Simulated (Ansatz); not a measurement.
**C₅H₆S: a ladder of functionals and wavefunction methods**

One table from this session's results is given with a row withheld; the runs are named, their logs left out.

Method: functionals in def2-TZVPP, the program's frozen cores in correlated methods; program: Ansatz 0.2.0, Gaussian basis.

Levels to be run: LDA (SPW92), PBE-D4, revPBE-D4, BLYP-D4, r2SCAN-D4, B97M-V, PBE0-D4, B3LYP-D4, r2SCANh-D4, r2SCAN0-D4, HSE06-D4, BHLYP-D4, CAM-B3LYP-D4, LC-ωPBE, ωB97X-V, ωB97M-V, B2PLYP, PBE-QIDH; CCSD(T)/def2-SVP; CCSD(T)/def2-TZVPP; MP2/def2-QZVPP; extrapolation to the limit; RPA on PBE.

## The relaxed structure

The geometry comes from an earlier relaxation with PBE0-D4 in a triple-zeta def2 set; it is a stationary point, not always the lowest conformer.

SMILES `Cc1cccs1`, 12 atoms, charge 0, spin multiplicity 1.

Atoms are counted from 1 here; the program's logs count them from 0.

Bond lengths: C1–C2 1.489 Å, C1–H7 1.091 Å, C1–H8 1.093 Å, C1–H9 1.093 Å, C2–C3 1.365 Å, C2–S6 1.718 Å, C3–C4 1.418 Å, C3–H10 1.083 Å, C4–C5 1.361 Å, C4–H11 1.082 Å, C5–S6 1.708 Å, C5–H12 1.079 Å. Angles: C2–C1–H7 109.7°, C2–C1–H8 111.9°, C2–C1–H9 111.9°, H7–C1–H8 107.9°, H7–C1–H9 107.9°, H8–C1–H9 107.5°, C1–C2–C3 128.3°, C1–C2–S6 121.6°, C3–C2–S6 110.1°, C2–C3–C4 113.4°, C2–C3–H10 122.6°, C4–C3–H10 124.0°, C3–C4–C5 112.5°, C3–C4–H11 124.1°, C5–C4–H11 123.4°, C4–C5–S6 111.2°, C4–C5–H12 128.4°, S6–C5–H12 120.4° and more.

The first run:

Contents of in.yaml:

```yaml
crystal:
  periodic: [false, false, false]
  atoms:
    - {symbol: C, position_ang: [-0.173593, -0.628566, 1.896175]}
    - {symbol: C, position_ang: [-0.138574, -0.090138, 0.508343]}
    - {symbol: C, position_ang: [0.729212, -0.402146, -0.497871]}
    - {symbol: C, position_ang: [0.474045, 0.302426, -1.701660]}
    - {symbol: C, position_ang: [-0.589283, 1.145166, -1.595212]}
    - {symbol: S, position_ang: [-1.275527, 1.078461, -0.032464]}
    - {symbol: H, position_ang: [0.632624, -1.351265, 2.030022]}
    - {symbol: H, position_ang: [-1.117863, -1.135005, 2.112663]}
    - {symbol: H, position_ang: [-0.044953, 0.160002, 2.642196]}
    - {symbol: H, position_ang: [1.530475, -1.120267, -0.374924]}
    - {symbol: H, position_ang: [1.055666, 0.187574, -2.606800]}
    - {symbol: H, position_ang: [-1.005230, 1.798757, -2.346467]}
basis:
  gaussian: {orbitals: def2-TZVPP}
hamiltonian: {xc: lda}
output: {orbitals: {seedname: orbitals}}
```

Run with:

```bash
> ansatz run in.yaml --threads 4 --pin off --events-out ev --progress --plain --max-ram 10444MiB
```

Steps of the session up to this table: LDA; PBE-D4 (GGA); revPBE-D4 (GGA); BLYP-D4 (GGA); r2SCAN-D4 (meta-GGA); B97M-V (meta-GGA); PBE0-D4 (hybrid); B3LYP-D4 (hybrid); r2SCANh-D4 (hybrid); r2SCAN0-D4 (hybrid); HSE06-D4 (hybrid); BHLYP-D4 (hybrid); CAM-B3LYP-D4 (range-separated); LC-ωPBE (range-separated); ωB97X-V (range-separated); ωB97M-V (range-separated); B2PLYP (double hybrid); PBE-QIDH (double hybrid).

One table of the session follows, with a row left open; its other results are not shown here.

It belongs to the step «Frontier levels by functional». 

```
  functional  HOMO (eV)  gap (eV)
 LDA (SPW92)      -5.70      4.38
      PBE-D4      -5.52      4.39
   revPBE-D4      -5.46      4.40
     BLYP-D4          ?         ?
   r2SCAN-D4      -5.68      4.72
      B97M-V      -5.66      4.74
     PBE0-D4      -6.54      6.28
    B3LYP-D4      -6.32      5.86
  r2SCANh-D4      -6.07      5.42
  r2SCAN0-D4      -6.65      6.48
    HSE06-D4      -6.14      5.51
    BHLYP-D4      -7.37      8.11
CAM-B3LYP-D4      -7.78      8.59
     LC-ωPBE      -9.11     10.96
     ωB97X-V      -8.75     10.57
     ωB97M-V      -8.65     10.41
```

Estimate the missing values for BLYP-D4.

Worked estimate for «HOMO (eV)». Against the share of exact exchange, B3LYP-D4 (0.2, -6.32), BHLYP-D4 (0.5, -7.37) give a slope of -3.50 per unit share; at 0 the line stands at -5.62.

**Answer.** HOMO (eV): -5.34; gap (eV): 4.35. In «HOMO (eV)» the line misses by -0.28.
